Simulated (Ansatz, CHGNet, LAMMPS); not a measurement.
**Zone-centre TO phonon frequency of rock-salt SrO: levels of theory against measurement**

Reference value: 224 cm⁻¹ (measured, temperature not stated, no zero-point or thermal correction; as tabulated in Roshan et al. (2021), arXiv:2110.13857).

```csv
level (code),value (cm⁻¹),cell (Å³/atom)
"ionic model lewis1985c (shell model, LAMMPS)",229,17.17
CHGNet-r²SCAN (CHGNet),212,17.26
LDA (Ansatz),216,16.23
PBE (Ansatz),?,17.52
r²SCAN (Ansatz),214,17.17
```

### Question
Fill in the missing entries.

### Answer

- PBE (Ansatz, an electronic-structure program), value (cm⁻¹): 190

Differences against the reference: ionic model lewis1985c +2.2 %, CHGNet-r²SCAN -5.4 %, LDA -3.6 %, PBE -15.2 %, r²SCAN -4.5 %.

Leaving aside ionic model lewis1985c, which can be fitted to such values or carry a doubt: Of these levels LDA (-3.6 %) comes nearest. PBE (-15.2 %) misses by most. Within 5 %: LDA, r²SCAN. All 4 levels lie below the reference.

The reference has no zero-point or thermal correction, while the calculations are for a static lattice, so the differences are not the levels' errors alone.  Each level is taken at its own relaxed cell. Cutoffs differ between the levels. Ansatz's density-functional and Hartree–Fock values are scalar-relativistic unless marked +SOC, with PAW data made under PBE.

Empirical potentials (ionic model lewis1985c) are fitted to chosen data, which need not cover the solid at hand: agreement can be built in, and what lay outside the fit can be far off. Machine-learned potentials (CHGNet-r²SCAN) are trained on DFT data, which may include these solids.

Differences are worked out from the printed values.
